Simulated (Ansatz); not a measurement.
Relaxation of C4H8 (12 atoms, charge 0, multiplicity 1), to a largest force component of 0.02 eV/Å in at most 40 steps.

Computed with RKS PBE/STO-3G in Ansatz.

```xyz
12
Properties=species:S:1:pos:R:3
C -0.898 1.187 -0.264
C -0.109 0.149 -0.033
C 0.186 -0.304 1.371
C 0.515 -0.619 -1.165
H -1.121 1.520 -1.263
H -1.355 1.743 0.537
H -0.733 -0.600 1.875
H 0.630 0.507 1.947
H 0.870 -1.148 1.382
H -0.256 -1.049 -1.804
H 1.123 0.041 -1.782
H 1.146 -1.426 -0.801
```

Q: Where does it end, and by what steps?

A: The forces met the threshold. Limits of this set-up: minimal basis. After 17 steps the energy has fallen by 0.294 eV; H11 moved furthest, 0.97 Å.

```tsv
step	energy less start (eV)	largest force component (eV/Å)	accepted
0	0.0000	0.937	yes
1	-0.1431	0.212	yes
2	-0.1481	0.085	yes
3	-0.1483	0.115	yes
4	-0.1497	0.133	yes
5	-0.1719	0.187	yes
6	-0.1505	0.843	no
7	-0.1908	0.338	yes
8	-0.2086	0.376	yes
9	-0.2226	0.445	yes
10	-0.2786	0.059	yes
11	-0.2530	0.917	no
12	-0.2863	0.131	yes
13	-0.2856	0.248	no
14	-0.2916	0.042	yes
15	-0.2930	0.106	yes
16	-0.2934	0.038	yes
17	-0.2936	0.006	yes
```

```xyz
12
Properties=species:S:1:pos:R:3
C -0.587 1.432 -0.255
C -0.082 0.201 -0.036
C 0.057 -0.387 1.377
C 0.391 -0.705 -1.183
H -0.684 1.846 -1.271
H -0.925 2.076 0.573
H -0.527 -1.326 1.467
H -0.302 0.326 2.141
H 1.116 -0.635 1.594
H -0.181 -1.655 -1.190
H 0.262 -0.208 -2.161
H 1.462 -0.966 -1.056
```

Whether the end is a true minimum wasn't checked by a vibrational analysis.

Run time: 23 s on 1 thread of Arm Neoverse V1, on a shared host, peak memory 0.082 GiB.
